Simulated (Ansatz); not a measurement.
`CC1=CC(O)S1` → `C/C(O)=C\C=S`  (isomerisation)

Computed with Ansatz on PBE0-D4/def2-TZVP structures; ΔE is electronic, products minus reactants. CCSD(T)/CBS is the MP2 limit (def2-TZVPP, def2-QZVPP) plus CCSD(T) − MP2 in def2-TZVPP, frozen cores. DFT in def2-TZVPP. B3LYP here is the variant with VWN-RPA as its local correlation; programs differ in this. Each species was taken in one conformer, which may not be the lowest.

`CC1=CC(O)S1`:

Z-matrix (Å, degrees):
```
C
C 1 1.476
H 1 1.091 2 110.7
H 1 1.093 2 110.9 3 120.8
H 1 1.094 2 110.5 3 -120.5
C 2 1.337 1 134.4 3 2.6
S 2 1.774 1 126.7 3 179.2
C 6 1.498 2 100.1 1 174.2
H 6 1.084 2 131.2 1 -1.4
O 8 1.375 6 119.9 2 124.2
H 8 1.091 6 114.6 2 -105.7
H 10 0.963 8 108.2 6 -43.2
```

`C/C(O)=C\C=S`:

Cartesian coordinates in Å:
```
C -0.077 0.381 -1.342
C 0.636 0.212 -0.049
O 1.922 0.608 -0.044
C 0.139 -0.291 1.105
C -1.191 -0.754 1.277
S -1.807 -1.362 2.657
H 0.431 -0.189 -2.126
H -0.070 1.436 -1.637
H -1.111 0.049 -1.296
H 2.169 0.946 -0.910
H 0.806 -0.342 1.959
H -1.846 -0.694 0.406
```

```tsv
level	ΔE (kcal/mol)	difference from CCSD(T)/CBS
BLYP-D4	-13.9	-7.0
r2SCAN-D4	-10.8	-3.9
ωB97M-V	-6.6	0.3
B2PLYP	-10.8	-3.9
PBE	-9.5	-2.6
revPBE	-10.1	-3.2
B3LYP	-12.9	-6.0
r2SCAN0	-8.5	-1.6
CAM-B3LYP	-9.9	-3.0
HF/def2-SVP	-12.0	-5.1
MP2/def2-SVP	-8.9	-2.0
SCS-MP2/def2-TZVPP	-6.7	0.2
SCS-MP2/def2-QZVPP	-6.3	0.6
HF/CBS(def2)	-11.4	-4.5
MP2/CBS(def2)	-5.2	1.7
CCSD/CBS(def2)	-6.4	0.5
CCSD(T)/CBS	-6.9	0
```

Task: What do rigid-rotor, harmonic-oscillator terms from PBE0-D4/def2-TZVP frequencies (298.15 K, 1 bar) make of the CCSD(T)/CBS value? (Best estimate.)

Result: Computed: ΔZPE = -0.1 kcal/mol, ΔH = -6.7 kcal/mol, ΔS = 12 J/(mol·K), ΔG = -7.6 kcal/mol.

Largest T1 diagnostic among the species: 0.017.

From PBE to PBE0 (25 % exact exchange), in def2-TZVPP and without D4, ΔE moves by +2.3 kcal/mol. Leaving LDA and LC-ωPBE aside and taking each functional with its dispersion term where it has one, the values, not all of them listed here, spread over 8.7 kcal/mol, from BLYP-D4 to ωB97X-V. LDA lies +2.6 kcal/mol from PBE without D4. At CCSD(T), def2-SVP lies −3.3 kcal/mol from the extrapolated value and def2-TZVPP −0.9 kcal/mol.

CCSD(T)/CBS has its own doubt, a few kJ/mol and more with outer-core shells, so smaller differences from it don't rank the levels.
